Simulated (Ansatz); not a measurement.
A nudged elastic band was laid between two geometries of BH3O + FH (7 atoms, charge 0, multiplicity 1).

Theory: Ansatz 0.2.0, RKS PBE-D4/def2-SVP.

```json
{
  "movable images": "7",
  "climbing image": "yes",
  "spring": "5.0 eV/Å²",
  "optimiser": "quadratic models (default)",
  "start path": "through a guess of the saddle point",
  "force threshold": "0.03 eV/Å",
  "iteration limit": "60",
  "end points": "relaxed"
}
```

Initial state:

```xyz
7
Properties=species:S:1:pos:R:3
B -0.063 -0.270 0.087
O -0.036 -0.284 1.462
H -0.926 -0.397 1.845
H 1.015 -0.195 -0.462
H -1.121 -0.392 -0.503
F 0.089 2.306 0.834
H 0.256 1.555 1.383
```

Final state:

```xyz
7
Properties=species:S:1:pos:R:3
B -0.093 0.367 -0.079
O -0.044 -0.127 1.590
H -0.912 0.129 1.968
H 1.061 0.110 -0.409
H -1.011 -0.341 -0.481
F -0.390 1.714 0.036
H 0.603 0.470 2.023
```

(1) Which bonds break or form, and what moves?

(2) Give the energies along the band, and the barrier.

(3) What is the geometry of the highest image?

(4) What are the harmonic wavenumbers there?

Answers

(1) Bonds broken: F6–H7. Bonds formed: B1–F6, O2–H7. BH3O + FH becomes BFH4O.

(2) The run converged. The highest image is number 3 of 0 to 8, 24.4 kJ/mol above the first end and 67.7 kJ/mol above the last; the last end lies 43.3 kJ/mol below the first. A vibrational analysis at the climbing image gives one clearly imaginary mode, 624i cm⁻¹: a first-order saddle point. The orbitals stay closed-shell, which can raise the energy where a bond breaks towards radicals; this wasn't checked here.

| image | path coordinate (Å) | energy (kJ/mol) | F6–H7 (Å) | B1–F6 (Å) | O2–H7 (Å) |
| --- | --- | --- | --- | --- | --- |
| 0 | 0.00 | 0.0 | 0.94 | 2.69 | 1.86 |
| 1 | 0.34 | 1.7 | 0.95 | 2.38 | 1.84 |
| 2 | 0.68 | 11.0 | 0.97 | 2.02 | 1.65 |
| 3 | 1.02 | 24.4 | 1.10 | 1.70 | 1.34 |
| 4 | 1.38 | -10.7 | 1.45 | 1.50 | 1.06 |
| 5 | 1.74 | -38.5 | 1.90 | 1.41 | 0.99 |
| 6 | 2.10 | -42.3 | 2.22 | 1.39 | 0.98 |
| 7 | 2.46 | -43.0 | 2.39 | 1.38 | 0.98 |
| 8 | 2.82 | -43.3 | 2.55 | 1.38 | 0.98 |

(3) 
```xyz
7
Properties=species:S:1:pos:R:3
B -0.007 0.100 0.115
O 0.016 -0.116 1.600
H -0.871 -0.365 1.919
H 1.051 -0.152 -0.421
H -1.077 -0.120 -0.422
F 0.048 1.766 0.456
H 0.054 1.210 1.401
```

(4) 624i, 511, 580, 779, 785, 817, 970, 1082, 1145, 1172, 1278, 2011, 2513, 2627, 3724 cm⁻¹.

The run took 91 s on 1 thread of Arm Neoverse V2, with other jobs on the host, peak memory 0.1 GiB.
